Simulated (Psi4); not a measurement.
Noncovalent pair: C2H2 (SMILES C#C) (first 4 atoms) with H2O (SMILES O); geometry from S66by8 set.
(charge 0, multiplicity 1):
```xyz
7

C     -1.92847     0.07794     0.06098
H     -0.86260     0.04757     0.03638
C     -3.14034     0.11168     0.08835
H     -4.20088     0.14203     0.11295
O      3.59664    -0.12359    -0.09731
H      4.16700    -0.71336     0.39972
H      4.16864     0.22740    -0.78268
```

Level of theory: SAPT0/jun-cc-pV(D+d)Z run with Psi4.

### Question
Which attractive term is largest, and how does the interaction split up?

### Answer
electrostatics -22.8, exchange 0.0, induction -0.7, dispersion -1.2, total -24.7 meV; the largest attraction is electrostatics.
